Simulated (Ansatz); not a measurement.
We consider hcp Ru, described by RPBE (Ansatz, a quantum-chemistry and plane-wave program, plane waves, PAW).

Numerical settings: plane-wave cutoff 520 eV, 18×18×12 k mesh (along the axes of the cell as run), Fermi–Dirac smearing 0.1 eV, perturbation theory, no spin polarisation, scalar-relativistic PAW data made under PBE.

Computed at the level's own relaxed cell.

Harmonic phonon frequencies (cm⁻¹; i marks an imaginary mode):

```csv
q point,frequencies
Γ,0 0 0 190 190 244
M,129 166 169 195 199 204
K,…
A,132 132 132 132 203 203
L,…
H,…
```

Q: Some entries are withheld; supply them.

A: 
- K, frequencies: 169 169 193 193 197 247
- L, frequencies: 151 151 174 174 238 238
- H, frequencies: 166 166 223 223 226 226

No imaginary mode appears at these points.
